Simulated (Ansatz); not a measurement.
Molecule: propane, C3H8, charge 0, multiplicity 1. 
Geometry from a B3LYP-D3(BJ)/def2-TZVP (Ansatz, a program for electronic structure) optimisation:
```
C
H 1 1.0941
H 1 1.0941 2 106.12
C 1 1.5265 2 109.44 3 117.99
H 4 1.0917 1 111.60 2 -57.95
H 4 1.0929 5 107.78 1 122.13
H 4 1.0929 5 107.78 6 115.74
C 1 1.5265 2 109.44 3 -117.99
H 8 1.0917 1 111.60 2 57.95
H 8 1.0929 9 107.78 1 -122.13
H 8 1.0929 9 107.78 10 -115.74
```

Total electronic energies in hartree. Correlated levels leave the core frozen unless marked. No spin-orbit coupling. No relativistic terms. CBS(X,Y): correlation extrapolated as X^-3; Hartree-Fock from the larger set. [CCSD(T)-MP2]/basis is that difference in the basis named.

```json
[
 {"level": "HF/STO-3G", "program": "Ansatz", "energy (Eh)": "-116.88575"},
 {"level": "HF/aug-cc-pVDZ", "program": "Ansatz", "energy (Eh)": "-118.27632"},
 {"level": "HF/cc-pVDZ", "program": "Ansatz", "energy (Eh)": "-118.27250"},
 {"level": "PBE0/def2-TZVPD", "program": "Ansatz", "energy (Eh)": "-119.02878"},
 {"level": "LC-wPBE/def2-TZVPD", "program": "Ansatz", "energy (Eh)": "-119.11362"},
 {"level": "MP2/aug-cc-pVDZ", "program": "Ansatz", "energy (Eh)": "-118.73807"},
 {"level": "RI-MP2/aug-cc-pVTZ", "program": "Ansatz", "energy (Eh)": "-118.85996"},
 {"level": "RI-MP2/CBS(cc-pVTZ,cc-pVQZ)+[CCSD(T)-MP2]/cc-pVDZ", "program": "Ansatz", "energy (Eh)": "-118.9790"},
 {"level": "RI-MP2/CBS(cc-pVTZ,cc-pVQZ)+[CCSD(T)-MP2]/cc-pVTZ", "program": "Ansatz", "energy (Eh)": "-118.9783"}
]
```

Totals of different functionals don't rank their quality; only differences between species are comparable.
